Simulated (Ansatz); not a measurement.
Geometry optimisation, RKS PBE0-D4/def2-SVP (Ansatz).

input.yaml

```yaml
crystal:
  periodic: [false, false, false]
  atoms:
    - { symbol: Al, position_ang: [0.0, 0.0, 0.0] }
    - { symbol: C, position_ang: [0.0, 0.0, 1.97] }
    - { symbol: H, position_ang: [-0.9996, -0.3092, 2.3405] }
    - { symbol: H, position_ang: [0.7676, -0.7111, 2.3405] }
    - { symbol: H, position_ang: [0.232, 1.0203, 2.3405] }
    - { symbol: H, position_ang: [1.351, 0.0, -0.78] }
    - { symbol: H, position_ang: [-1.351, 0.0, -0.78] }
basis:
  gaussian: { orbitals: def2-SVP }
hamiltonian:
  xc: pbe0
  dispersion: d4
relax:
  f_tol: 0.02
  max_steps: 40
```

Command:

```bash
$ ansatz run input.yaml --threads 1 --pin off --max-ram 2048MiB --backend cpu --events-out ev --progress --plain --runs-dir out
```

Where does it end, and by what steps?

The forces met the threshold. After 3 steps the energy has fallen by 0.035 eV; H3 moved furthest, 0.05 Å.

| step | energy less start (eV) | largest force component (eV/Å) | accepted |
| --- | --- | --- | --- |
| 0 | 0.0000 | 0.651 | yes |
| 1 | -0.0334 | 0.209 | yes |
| 2 | -0.0353 | 0.036 | yes |
| 3 | -0.0354 | 0.012 | yes |

```xyz
7
Properties=species:S:1:pos:R:3
Al -0.007 -0.007 0.002
C -0.009 -0.015 1.958
H -0.982 -0.299 2.389
H 0.762 -0.690 2.367
H 0.233 0.993 2.339
H 1.372 0.009 -0.798
H -1.369 0.009 -0.825
```

The run took 11 s on 1 thread of Arm Neoverse N1, with other jobs on the host, peak memory 0.11 GiB.
